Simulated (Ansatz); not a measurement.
System: C3H6Cl, net charge 0, doublet state. It need not be the lowest isomer of its formula. SMILES: [CH2]CCCl
Structure (B3LYP-D3(BJ)/def2-TZVP (Ansatz, a first-principles code) minimum search):
```xyz
10

C      1.0151    -0.5856     0.0062
C      2.4210    -0.1047     0.0024
C      0.0344     0.5915    -0.0057
H      0.8116    -1.1906     0.8927
H      0.8126    -1.2075    -0.8687
Cl    -1.6829     0.0186    -0.0011
H      2.9291     0.1193    -0.9255
H      2.9281     0.1371     0.9263
H      0.1522     1.2177     0.8751
H      0.1532     1.2006    -0.8982
```
Charge 0, spin multiplicity 2.

Parts of the frozen-core correlation energy in aug-cc-pV(D+d)Z (Ansatz, hartree). Frozen orbitals: 8; correlated occupied orbitals by spin: 13 and 12; virtual: 134 and 135. Open shells are spin-unrestricted. No spin-orbit coupling. No relativistic terms.

| term | value |
|---|---|
| reference (HF) | -576.57492 |
| MP2 opposite-spin | -0.43095 |
| MP2 same-spin | -0.13744 |
| CCSD correlation | -0.62458 |
| (T) | -0.02041 |
| T1 diagnostic | 0.011 |
| largest doubles amplitude | 0.018 |
| <S^2> of the reference | 0.763 |
